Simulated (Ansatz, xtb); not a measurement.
**Two isomers of C5H10O**

We compare a, `COC1(C)CC1`, a singlet, with b, `CO[C@@H]1C[C@H]1C`, a singlet. Both are isolated molecules in the gas phase, relaxed with PBE-D3(BJ)/def2-SVP; the shapes shown needn't be the lowest conformers.

a (Å):

```xyz
16

C     2.2510    2.0142    2.3314
C     1.2570    1.1889    0.3449
C     1.4825    2.3410   -0.6128
C    -0.1512    0.7794    0.7325
C     0.6971   -0.1114   -0.1589
O     2.2525    1.0224    1.3264
H     3.0061    1.7172    3.0853
H     1.2586    2.0998    2.8355
H     2.5259    3.0244    1.9458
H     2.4750    2.2446   -1.0990
H     0.7075    2.3553   -1.4034
H     1.4453    3.3217   -0.0947
H    -0.3059    0.4474    1.7709
H    -1.0029    1.3197    0.2893
H     0.4432   -0.1944   -1.2273
H     1.1177   -1.0215    0.2947
```

b (Å):

```yaml
atoms:
  - { symbol: C, position_ang: [2.6295, 0.8945, 1.8177] }
  - { symbol: C, position_ang: [2.2374, 1.0260, -0.4782] }
  - { symbol: C, position_ang: [1.5788, 1.8273, -1.5604] }
  - { symbol: C, position_ang: [0.7680, 0.8049, -0.7792] }
  - { symbol: C, position_ang: [0.2829, -0.4693, -1.4317] }
  - { symbol: O, position_ang: [2.6114, 1.7190, 0.6722] }
  - { symbol: H, position_ang: [1.6271, 0.4518, 2.0319] }
  - { symbol: H, position_ang: [2.9336, 1.5221, 2.6781] }
  - { symbol: H, position_ang: [3.3577, 0.0530, 1.7178] }
  - { symbol: H, position_ang: [2.9378, 0.2165, -0.7778] }
  - { symbol: H, position_ang: [1.4085, 2.8914, -1.3369] }
  - { symbol: H, position_ang: [1.8395, 1.6057, -2.6076] }
  - { symbol: H, position_ang: [0.0911, 1.2432, -0.0249] }
  - { symbol: H, position_ang: [-0.6436, -0.3003, -2.0197] }
  - { symbol: H, position_ang: [0.0665, -1.2565, -0.6796] }
  - { symbol: H, position_ang: [1.0442, -0.8753, -2.1297] }
```

Problem. Which of the two would you expect CCSD(T)/def2-SVP + ΔMP2/def2-TZVPP electronic energies to favour?

Solution. CCSD(T)/def2-SVP + ΔMP2/def2-TZVPP gives E(b) − E(a) = +7.88 kJ/mol, slightly favouring structure a, which is too small a margin to settle the true order.

The same difference at several levels:

```
                             level             geometry  E(b) − E(a) (kJ/mol)  departure from the last row (kJ/mol)  job, with rough time for the two
                          GFN2-xTB             GFN2-xTB                   +2.26                                 −5.62               optimisation, 0.2 s
                         HF/STO-3G             GFN2-xTB                   −0.37                                 −8.25              single point, 0.62 s
                r2SCAN-D4/def2-SVP             GFN2-xTB                   +6.32                                 −1.56               single point, 4.6 s
               PBE-D3(BJ)/def2-SVP  PBE-D3(BJ)/def2-SVP                   +4.56                                 −3.31                optimisation, 23 s
                       HF/def2-SVP  PBE-D3(BJ)/def2-SVP                   +2.10                                 −5.78           part of the CCSD(T) run
                      MP2/def2-SVP  PBE-D3(BJ)/def2-SVP                   +7.96                                 +0.08           part of the CCSD(T) run
                  CCSD(T)/def2-SVP  PBE-D3(BJ)/def2-SVP                   +7.45                                 −0.43                      single point
CCSD(T)/def2-SVP + ΔMP2/def2-TZVPP  PBE-D3(BJ)/def2-SVP                   +7.88                                                      single point, 86 s
```

As drawn, both hold the same kinds of bond in the same numbers.

HF/STO-3G finds them nearly level. The largest departure from CCSD(T)/def2-SVP + ΔMP2/def2-TZVPP is that of HF/STO-3G, 8.25 kJ/mol. The last row adds to CCSD(T) the change of the MP2 difference between the two basis sets, here +0.43 kJ/mol.

With thermal terms from frequencies at re-optimised GFN2-xTB minima (ideal gas, soft modes damped towards free rotors, one conformer each, 298.15 K, 1 atm): on the last row, ΔE + ΔZPE = +8.30, ΔH = +8.42, ΔG = +7.52 kJ/mol.

The correlated steps freeze 6 core orbitals. Mirror images aren't counted in ΔG. Programs: Ansatz 0.2.0, xtb 6.7.1; the last row on 2 threads of Intel(R) Xeon(R) Processor @ 2.70GHz on a shared host.
